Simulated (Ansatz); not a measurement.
## Other spins and charges of B–O–GeH, singlet at one geometry

Geometry (PBE0/def2-TZVP stationary point for this spin, not checked as a minimum):

| atom | x (Å) | y (Å) | z (Å) |
| --- | --- | --- | --- |
| B | 0.0000 | -0.1870 | 2.3974 |
| O | 0.0000 | 0.2753 | 1.2018 |
| Ge | 0.0000 | -0.0537 | -0.6084 |
| H | 0.0000 | 1.5080 | -0.9449 |

Basis cc-pVDZ; Ansatz 0.2.0. Correlated methods freeze the noble-gas cores and the filled d shells of p-block atoms. Prefix R: restricted or restricted open-shell reference; prefix U: unrestricted. No spin–orbit coupling is included, and no scalar relativity.

Gaps are energies of the second state less the first, at fixed atoms, for a selection of the levels run; each method lands on the state that its own search finds for that charge and spin.

A value is left out where its run failed or describes another state than the reference as far as symmetry and spin tell, or, spin-broken singlets apart, can't be checked.

Triplet less singlet: 1.933 eV at UCCSDT(Q).

```json
{"level": "UHF", "gap (eV)": "1.448", "error (meV)": "-485"}
{"level": "UMP2", "gap (eV)": "1.853", "error (meV)": "-80"}
{"level": "UCCSD", "gap (eV)": "1.943", "error (meV)": "10"}
{"level": "UCCSD(T)", "gap (eV)": "1.943", "error (meV)": "10"}
{"level": "BCCD(T)", "gap (eV)": "1.953", "error (meV)": "20"}
{"level": "UCCSDT", "gap (eV)": "1.933", "error (meV)": "0"}
{"level": "PBE", "gap (eV)": "1.594", "error (meV)": "-339"}
{"level": "r2SCAN", "gap (eV)": "1.539", "error (meV)": "-394"}
{"level": "PBE0", "gap (eV)": "1.778", "error (meV)": "-155"}
{"level": "B3LYP", "gap (eV)": "1.885", "error (meV)": "-48"}
{"level": "wB97M-V", "gap (eV)": "2.068", "error (meV)": "135"}
{"level": "B2PLYP", "gap (eV)": "1.991", "error (meV)": "58"}
{"level": "RPA-PBE", "gap (eV)": "1.746", "error (meV)": "-187"}
```

Removing an electron, to the doublet: 8.629 eV at UCCSDT(Q).

| level | gap (eV) | error (meV) |
| --- | --- | --- |
| UMP2 | 8.370 | -259 |
| UCCSD | 8.626 | -3 |
| UCCSD(T) | 8.633 | 4 |
| BCCD(T) | 8.638 | 9 |
| UCCSDT | 8.627 | -2 |
| PBE | 8.605 | -24 |
| r2SCAN | 8.579 | -50 |
| PBE0 | 8.687 | 58 |
| wB97M-V | 8.905 | 276 |
| B2PLYP | 8.636 | 7 |

In so small a basis the reference is far from its limit while semilocal and hybrid functionals are nearer theirs (RPA and double hybrids share much of the reference's basis error), so the functionals' errors here hold much of the reference's basis and frozen-core error, which can add to them or hide them.

Full CI isn't at hand for all of this; UCCSDT(Q) serves as the reference, and is uncertain by about the last step of the cluster series. The frozen core follows each run's orbitals, which can shift R against U totals by a few meV for light atoms and by up to 0.1 eV past Ca.
